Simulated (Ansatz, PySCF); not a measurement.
Molecule: C₂H₂N, charge 0, multiplicity 2. It need not be the lowest isomer of its formula. SMILES: [CH2]C#N
Structure (B3LYP-D3(BJ)/def2-TZVP (Ansatz, a quantum-chemistry and plane-wave program) minimum search):
```xyz
5

C     -0.0090    -0.1659    -1.1772
C      0.0014     0.0261     0.1854
N      0.0103     0.1888     1.3399
H      0.9204    -0.2159    -1.7250
H     -0.9467    -0.2673    -1.7035
```
Charge 0, spin multiplicity 2.
Markedly spin-contaminated UHF reference, which strains HF, MP2 and, less, CCSD(T): [CH2]C#N.

Wanted: enthalpy of formation at 298 K (from the atomisation energy, B3LYP-D3(BJ)/def2-TZVP harmonic zero-point and thermal terms from PySCF, and the atoms' enthalpies of formation in the G2/97 table; no spin-orbit terms, and no core term in the frozen-core levels), in kJ/mol. Valence correlation only, unless marked. Open shells are spin-unrestricted. No spin-orbit coupling. No relativistic terms. The coupled-cluster limit lacks core correlation, which all-electron functionals hold. CBS(X,Y): correlation extrapolated as X^-3; Hartree-Fock from the larger set. The bracket is a focal-point correction in the basis named.

```csv
level,program,enthalpy of formation at 298 K (kJ/mol)
HF/6-31G,Ansatz,1055.7
PBE-D4/def2-TZVPD,Ansatz + dftd4,151.1
r2SCAN/def2-TZVPD,Ansatz,243.7
PBE0/STO-3G,Ansatz,96.4
PBE0-D4/def2-TZVP,Ansatz + dftd4,230.2
PBE0/def2-TZVP,Ansatz,234.5
BHLYP/def2-TZVPD,Ansatz,346.8
r2SCANh/def2-TZVPD,Ansatz,267.7
r2SCAN0/def2-TZVPD,Ansatz,302.3
MN15-D3(BJ)/def2-TZVPD,PySCF + dftd3,254.9
MN15/def2-TZVPD,PySCF,254.9
CAM-B3LYP-D3(BJ)/def2-TZVPD,Ansatz + dftd3,240.8
LC-wPBE-D4/def2-TZVPD,Ansatz + dftd4,245.9
LC-wPBE/def2-TZVPD,Ansatz,251.7
B2PLYP-D3(BJ)/def2-TZVPD,Ansatz + dftd3,261.1
B2PLYP/def2-TZVPD,Ansatz,265.8
SCS-MP2/6-31G,Ansatz,613.0
CCSD/6-31G*,Ansatz,481.2
CCSD(T)/6-31G,Ansatz,586.2
CCSD(T)/6-31G*,Ansatz,447.9
"RI-MP2/CBS(aug-cc-pVTZ,aug-cc-pVQZ)+[CCSD(T)-MP2]/aug-cc-pVTZ",Ansatz,273.3
```
